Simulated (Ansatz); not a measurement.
System: A-type hexagonal La2O3. Method: revPBE (plane waves, PAW; Ansatz, a first-principles code).

Run with plane-wave cutoff 520 eV, 12×12×6 k mesh (along the axes of the cell as run), Fermi–Dirac smearing 0.01 eV, scalar-relativistic PAW data made under PBE.

The volume scan:

```json
[
 {"V (Å³/atom)": "16.304", "E − E_lowest (meV/atom)": "9.32"},
 {"V (Å³/atom)": "16.644", "E − E_lowest (meV/atom)": "2.25"},
 {"V (Å³/atom)": "16.983", "E − E_lowest (meV/atom)": "0.00"},
 {"V (Å³/atom)": "17.323", "E − E_lowest (meV/atom)": "2.12"},
 {"V (Å³/atom)": "17.663", "E − E_lowest (meV/atom)": "8.22"}
]
```

Q: Estimate the bulk modulus and its pressure derivative from these points.

A: V0 = 16.983 Å³/atom, B0 = 103 GPa, B′ = 3.8 (fit to the energies at full precision).

Shape and atoms are relaxed at each volume.

Measured, for comparison: bulk modulus 113 GPa (300 K, not corrected to a static lattice; as tabulated in Santana et al. (2016), arXiv:1608.06321); equilibrium volume per atom 16.44 Å³/atom (room temperature, not corrected to a static lattice, equation of state from high-pressure X-ray diffraction; as tabulated in Ibáñez et al. (2020), arXiv:2005.12956). Computed (rounded) less measured: bulk modulus -9 %, equilibrium volume per atom +3.3 %.

Note: the bulk modulus comes from volumes at which shape and atoms were relaxed.

Spin–orbit coupling is not included.

Computed values are for the static lattice.
